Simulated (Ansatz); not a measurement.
**1,2-elimination**

Start structure (CH$_{5}$BO, singlet), relaxed at PBE0-D4/def2-TZVP:

| atom | x (Å) | y (Å) | z (Å) |
| --- | --- | --- | --- |
| B1 | -0.6065 | -0.0948 | -0.4693 |
| C2 | 0.4631 | 0.5660 | 0.4630 |
| O3 | -0.6290 | -1.4167 | -0.7640 |
| H4 | 0.0799 | -1.9097 | -0.3404 |
| H5 | -1.4785 | 0.5527 | -0.9813 |
| H6 | 1.2035 | -0.1255 | 0.8769 |
| H7 | 0.9983 | 1.3515 | -0.0821 |
| H8 | -0.0307 | 1.0764 | 1.2971 |

The step: CH₅BO ([CH3][BH][OH]) → BHO ([BH][O]) + CH₄; bonds formed: C2–H4; bonds broken: B1–C2, O3–H4. Ansatz 0.2.0; basis: def2-TZVPP and def2-QZVPP; cores frozen in the correlated methods. Extrapolation: Hartree–Fock as exp(−7.88 √X), correlation as X^−2.97. Energies below are by CCSD(T) at an estimated basis limit (MP2 extrapolated from triple and quadruple zeta, plus CCSD(T) − MP2 in triple zeta).

(1) What are the electronic barrier and the energy of the step, from the start structure to the end structure? (To be estimated.)

The T1 diagnostic stays at or below 0.016.

## Answers

(1) Computed: Barrier 2.751 eV; step energy 0.439 eV (uphill); reverse barrier, their difference, 2.312 eV. Barrier and step energy count from the start structure, the reverse barrier from the end structure.

The saddle point: One imaginary mode of 1558i cm⁻¹.
| pair | start (Å) | saddle (Å) | end (Å) |
| --- | --- | --- | --- |
| C2–H4 | 2.63 | 1.34 | 1.09 |
| B1–C2 | 1.57 | 1.81 | 3.47 |
| O3–H4 | 0.96 | 1.37 | 3.08 |

Zero-point energy (harmonic, PBE0-D4): ZPE is 1.743 eV at the start and 1.581 eV at the saddle, so the barrier goes from 2.751 to 2.589 eV.

First-order rate constant out of the start structure at 898 K by transition-state theory, with harmonic vibrational free energies alone and no tunnelling: ΔA‡ = 2.649 eV, so k = (kB T/h) exp(−ΔA‡/kB T) ≈ 10^-2 s⁻¹ (an order of magnitude at best: rotation, the number of equivalent paths and anharmonicity are left out).

Labels in which every atom is bracketed show which atoms are joined, not bond orders.

For scale, one of the runs: CCSD(T)/def2-TZVPP, 163 basis functions, launched by `ansatz run in.yaml --threads 2 --pin off --events-out ev --progress --plain --max-ram 4352MiB`. Time: 18 s of wall clock on 2 CPU threads of an Arm Neoverse V2; the host was shared. Peak host memory: 1.3 GiB.
